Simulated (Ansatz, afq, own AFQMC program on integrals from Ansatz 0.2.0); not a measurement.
# AlNH₂, triplet → AlNH2, quintet

```yaml
atoms:
  - { symbol: Al, position_ang: [0.0000, -0.0849, 0.6205] }
  - { symbol: N, position_ang: [0.0000, 0.0356, -1.1435] }
  - { symbol: H, position_ang: [0.0000, 1.3500, 1.3538] }
  - { symbol: H, position_ang: [0.0000, 0.4271, -2.0731] }
```

Connectivity, by distances: AlH–NH.

E(quintet, charge +0) − E(triplet, charge +0) at this geometry, on UHF and UHF determinants.

Basis cc-pVDZ. Noble-gas cores (and the filled d shells of Ga–Kr and In–Xe) are frozen. AFQMC by an in-house program on the Cholesky factors that Ansatz 0.2.0 writes for its CCSD(T) run. The CISD trial takes its coefficients from CCSD amplitudes. Released means that phaseless walkers are propagated on without the constraint, phases kept. ± is one standard error of the sampling. The errors of all members are added in quadrature.

No full CI on the walks' own integrals is used here; CCSDT(Q) serves as the reference and is uncertain by about the last step of the cluster series. Each member takes its own surest rung, up to full CI.

Errors are counted within cc-pVDZ, not against nature.

Cautions: AlNH₂ (triplet): another spin lies lower, the released energies move by 1.5 errors or more from one time to the next, so no released level is given (meV from the phaseless value at times in 1/Eh: -3 ± 3 at 0.24, -9.5 ± 2.3 at 0.51, -8 ± 3 at 0.99, -7.6 ± 2.1 at 1.62, -12 ± 3 at 2.40), though the last usable value meets CCSDT(Q) within the noise; AlNH₂ (quintet): another spin lies lower; core correlation is missing, and it shifts such a gap most where an s electron is promoted.

Reference (CCSDT(Q)): 4.157 eV.

```json
{"level": "HF", "vertical spin gap (eV)": "3.225", "error against CCSDT(Q) (eV)": "-0.932"}
{"level": "MP2", "vertical spin gap (eV)": "4.261", "error against CCSDT(Q) (eV)": "0.104"}
{"level": "CCSD", "vertical spin gap (eV)": "4.111", "error against CCSDT(Q) (eV)": "-0.046"}
{"level": "CCSD(T)", "vertical spin gap (eV)": "4.150", "error against CCSDT(Q) (eV)": "-0.007"}
{"level": "CCSDT", "vertical spin gap (eV)": "4.149", "error against CCSDT(Q) (eV)": "-0.008"}
{"level": "ph-AFQMC/CISD", "vertical spin gap (eV)": "4.155 ± 0.003", "error against CCSDT(Q) (eV)": "-0.002 ± 0.003"}
```

Correlation beyond CCSD(T) adds 0.007 eV. The perturbative (T) step is worth +0.039 eV.

A walk keeps the symmetry of its determinant, which the program's search chose and which needn't be the lowest solution, so a lower state of the same spin and another symmetry isn't excluded.
